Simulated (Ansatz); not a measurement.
Basis sets compared for the cluster Li3H3⁺ (the lowest doublet isomer of a short search). Charge 1, multiplicity 2. Geometry PBE0-D4/def2-TZVP. Ansatz on 4 threads of Arm Neoverse V1 on a shared host; times are rough, and most runs start from earlier orbitals.

```xyz
6

Li    0.090   -0.228    0.364
Li    0.008   -2.134   -2.306
Li    0.503    0.206    3.661
H    -0.290    1.792    0.003
H     0.036   -1.148   -1.028
H    -0.346    1.512   -0.694
```

In the doublet, H4 and H6 lie 0.75 Å apart (atoms count from 1), so H2 has formed as a molecule. The structure comes from a short search, and lower isomers may exist.

```csv
level,functions,energy (Eh),HOMO (eV),LUMO (eV),wall time
HF/STO-3G,18,-23.5585,-9.29,-1.80,0.5 s
HF/6-31G,33,-23.8876,-9.53,-2.79,0.1 s
PBE-D4/def2-SVP,42,-24.0311,-6.98,-5.19,0.5 s
PBE0-D4/def2-SVP,42,-24.0522,-7.66,-4.61,0.5 s
```

Question: Estimate the rows for HF/def2-TZVP, PBE-D4/def2-TZVP, PBE0-D4/def2-TZVP.

Answer: 
| level | functions | energy (Eh) | HOMO (eV) | LUMO (eV) | wall time |
| --- | --- | --- | --- | --- | --- |
| HF/def2-TZVP | 60 | -23.9031 | -9.50 | -2.85 | 0.15 s |
| PBE-D4/def2-TZVP | 60 | -24.0530 | -7.09 | -5.35 | 0.5 s |
| PBE0-D4/def2-TZVP | 60 | -24.0719 | -7.77 | -4.76 | 0.9 s |
